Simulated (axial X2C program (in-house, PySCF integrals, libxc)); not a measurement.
Bond lengths and stretching modes, held linear, of HSiH⁺

Calculated with an axial X2C code built on PySCF integrals: two-component X2C with atomic mean-field Coulomb and Gaunt terms, Gaussian nuclei, basis H dyall-v3z, Si dyall-v3z with contracted cores. Spin-free rows use the one-electron spin-free X2C Hamiltonian.

Masses H 1.008, Si 27.977, H 1.008 u. States: 2c Ω = 1/2 (beyond evenly filled blocks: ω = 1/2); spin-free M_S = 1/2, Λ = 1 (beyond evenly filled blocks: π+α).

HF, 2c: energies above the lowest point

```json
{"r(H–Si) (Å)": "1.4391", "r(Si–H) (Å)": "1.4391", "E (meV)": "0.00"}
{"r(H–Si) (Å)": "1.4391", "r(Si–H) (Å)": "1.4760", "E (meV)": "0.25"}
{"r(H–Si) (Å)": "1.4391", "r(Si–H) (Å)": "1.5129", "E (meV)": "26.25"}
{"r(H–Si) (Å)": "1.4760", "r(Si–H) (Å)": "1.4391", "E (meV)": "0.25"}
{"r(H–Si) (Å)": "1.4760", "r(Si–H) (Å)": "1.4760", "E (meV)": "0.22"}
{"r(H–Si) (Å)": "1.4760", "r(Si–H) (Å)": "1.5129", "E (meV)": "25.94"}
{"r(H–Si) (Å)": "1.4760", "r(Si–H) (Å)": "1.5498", "E (meV)": "73.35"}
{"r(H–Si) (Å)": "1.5129", "r(Si–H) (Å)": "1.4391", "E (meV)": "26.25"}
{"r(H–Si) (Å)": "1.5129", "r(Si–H) (Å)": "1.4760", "E (meV)": "25.94"}
{"r(H–Si) (Å)": "1.5129", "r(Si–H) (Å)": "1.5129", "E (meV)": "51.39"}
{"r(H–Si) (Å)": "1.5498", "r(Si–H) (Å)": "1.4760", "E (meV)": "73.35"}
{"r(H–Si) (Å)": "1.5498", "r(Si–H) (Å)": "1.5498", "E (meV)": "145.47"}
```

Question: Fit a quadratic surface with cubic terms in each bond: where is the minimum, and what are the two stretching wavenumbers?

Answer: At HF, 2c: bonds 1.457 and 1.457 Å; harmonic stretches 2337.4 and 2443.4 cm⁻¹; force constants 3.28, 3.28 and coupling -0.03 mdyn/Å.

The other levels and Hamiltonians give:

```json
{"Hamiltonian": "2c", "level": "PBE0", "r(H–Si) (Å)": "1.475", "r(Si–H) (Å)": "1.475", "lower stretch (cm⁻¹)": "2214.7", "upper stretch (cm⁻¹)": "2344.1"}
{"Hamiltonian": "2c", "level": "LDA", "r(H–Si) (Å)": "1.491", "r(Si–H) (Å)": "1.491", "lower stretch (cm⁻¹)": "2117.7", "upper stretch (cm⁻¹)": "2251.8"}
{"Hamiltonian": "2c", "level": "MP2", "r(H–Si) (Å)": "1.461", "r(Si–H) (Å)": "1.461", "lower stretch (cm⁻¹)": "2285.6", "upper stretch (cm⁻¹)": "2430.5"}
{"Hamiltonian": "spin-free", "level": "PBE0", "r(H–Si) (Å)": "1.475", "r(Si–H) (Å)": "1.475", "lower stretch (cm⁻¹)": "2215.0", "upper stretch (cm⁻¹)": "2344.3"}
{"Hamiltonian": "spin-free", "level": "HF", "r(H–Si) (Å)": "1.457", "r(Si–H) (Å)": "1.457", "lower stretch (cm⁻¹)": "2337.7", "upper stretch (cm⁻¹)": "2443.6"}
{"Hamiltonian": "spin-free", "level": "LDA", "r(H–Si) (Å)": "1.491", "r(Si–H) (Å)": "1.491", "lower stretch (cm⁻¹)": "2118.0", "upper stretch (cm⁻¹)": "2252.0"}
{"Hamiltonian": "spin-free", "level": "MP2", "r(H–Si) (Å)": "1.461", "r(Si–H) (Å)": "1.461", "lower stretch (cm⁻¹)": "2285.6", "upper stretch (cm⁻¹)": "2430.6"}
```

Each state is one determinant, the lowest of a limited PBE0 search; the stretches come from a fit to these few points and carry an uncertainty of a few per cent. Other orders of the atoms were not compared. MP2 freezes inner shells (threshold -2 hartree). The molecule was held linear; bending was not examined, so a bent shape may lie lower. Note: functional without a current term on a determinant with orbital currents, of the molecule or an atom.
